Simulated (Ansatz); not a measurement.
Task: Predict a relaxed structure of Si(NH2)2H2 (SiN₂H₆), charge 0, singlet, at PBE-D4/def2-TZVP (Ansatz).

Result: 
```xyz
9

Si   -0.1454    0.5308    0.0110
N     1.4456   -0.0913    0.2556
H     1.6395   -0.7322    1.0197
H     2.2504    0.4883    0.0393
N    -1.1982   -0.8052   -0.2783
H    -1.0512   -1.4222   -1.0718
H    -2.1813   -0.7318   -0.0367
H     0.0454    1.5249   -1.0992
H    -0.8049    1.2388    1.1604
```
Point group C2 (tolerance 0.1 Å). This is one stationary point.
